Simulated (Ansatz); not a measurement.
B₂P⁺, relaxed as a quintet with UKS r2SCAN-D4/def2-TZVP in Ansatz, starting from the r2SCAN-D4/def2-TZVP geometry of the charge +1 singlet. Force threshold 0.02 eV/Å.

At r2SCAN-D4/def2-TZVP a singlet of charge 1 lies 2.00 eV below the quintet, each at its own geometry. The structure comes from a short search, and lower isomers may exist.

Start:

```xyz
3

B     0.2957    0.1954   -0.8622
B     0.6774   -0.4699    0.4352
P    -0.9731    0.2745    0.4270
```

| step | energy (eV) | largest force component (eV/Å) | SCF passes |
| --- | --- | --- | --- |
| 1 | -10623.2426 | 6.084 | 144 |
| 2 | -10623.9890 | 2.815 | 53 |
| 3 | -10624.3266 | 0.411 | 45 |
| 4 | -10624.3394 | 0.066 | 39 |
| 5 | -10624.3400 | 0.004 | 41 |

Force components are those of the run's own axes.

End:

```xyz
3

B     0.244    0.284   -1.033
B     0.727   -0.557    0.607
P    -0.971    0.274    0.426
```

By distances, no bond broke or formed. The bond that changes most is B1–B2, from 1.51 to 1.91 Å (atoms count from 1).

No frequencies were taken in this run, so the end may be a saddle point.

It took 14 s on 4 threads of Arm Neoverse V2 on a shared host.
